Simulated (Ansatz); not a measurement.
C4H9F can be A, `CC(C)(C)F`, or B, `CCC(C)F`.

Gas-phase electronic energies from Ansatz, PBE0-D4/def2-TZVP geometries. CBS: MP2 limit from def2 TZ/QZ plus the TZ coupled-cluster correction, frozen cores. Functionals use def2-TZVPP. Each species was taken in one conformer, which may not be the lowest.

(1) Which isomer does CCSD(T)/CBS put lower? Give the gap. (Best estimate.)

(2) Give E(B) − E(A) in kJ/mol with CCSD(T)/def2-SVP, PBE0-D4, ωB97M-V, BLYP-D4, CCSD(T)/def2-TZVPP, PBE-D4, HF/def2-TZVPP. (Estimate.)

(3) Does the order hold for the free energy at 298.15 K (harmonic terms from PBE0-D4)? (An estimate is asked.)

Largest T1 diagnostic: 0.010.

Answers

(1) The calculation gave: A, by 18.6 kJ/mol.

(2) Ansatz gave: CCSD(T)/def2-SVP 17.3, PBE0-D4 15.7, ωB97M-V 18.2, BLYP-D4 16.1, CCSD(T)/def2-TZVPP 18.1, PBE-D4 15.6, HF/def2-TZVPP 12.8. None reverses the order clearly.

(3) Computed: Yes: G(B) − G(A) = +17.4 kJ/mol, for one conformer each.

Leaving LDA and LC-ωPBE aside and taking each functional with its dispersion term where it has one, the values, not all of them listed here, spread over 3.9 kJ/mol, from HSE06-D4 to B97M-V. LDA lies +5.0 kJ/mol from PBE without D4. In def2-TZVPP, CCSD(T) changes the Hartree–Fock value by +5.3 kJ/mol (the triples alone add +1.1 kJ/mol) and MP2 by +6.5 kJ/mol.
